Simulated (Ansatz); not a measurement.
C₃H₇FO, SMILES `OCCCF`, relaxed with RKS PBE0-D4/def2-TZVP in the Gaussian-basis code of Ansatz from a PBE-D4/def2-SVP geometry. The force threshold is 0.005 eV/Å; the program also tests the step.

Total charge 0; spin multiplicity 1.

Start:

```xyz
12

O     0.138    2.190    0.165
C     0.500    0.872   -0.208
C    -0.571   -0.079    0.311
C    -0.314   -1.529   -0.051
F     0.905   -1.956    0.471
H     0.870    2.778   -0.091
H     1.485    0.565    0.219
H     0.583    0.757   -1.320
H    -1.556    0.224   -0.104
H    -0.644    0.029    1.414
H    -0.279   -1.664   -1.157
H    -1.117   -2.185    0.351
```

(1) By how much does the energy fall, and how many steps does the optimiser take? (An estimate is asked.)

(2) Which bonds change most? (Best estimate.)

(3) Give the relaxed structure. (Best estimate.)

Answers

(1) Ansatz gave: 1.20 kcal/mol, in 5 steps.

(2) Computed: C2–H8 from 1.121 to 1.100 Å; C2–H7 from 1.117 to 1.097 Å; C4–H11 from 1.115 to 1.096 Å; C4–H12 from 1.113 to 1.093 Å.

(3) Computed: 
```xyz
12

O     0.143    2.172    0.159
C     0.498    0.857   -0.216
C    -0.562   -0.079    0.318
C    -0.319   -1.517   -0.055
F     0.864   -1.973    0.510
H     0.852    2.766   -0.096
H     1.477    0.577    0.194
H     0.555    0.761   -1.311
H    -1.537    0.221   -0.080
H    -0.616    0.016    1.407
H    -0.230   -1.642   -1.139
H    -1.125   -2.160    0.309
```
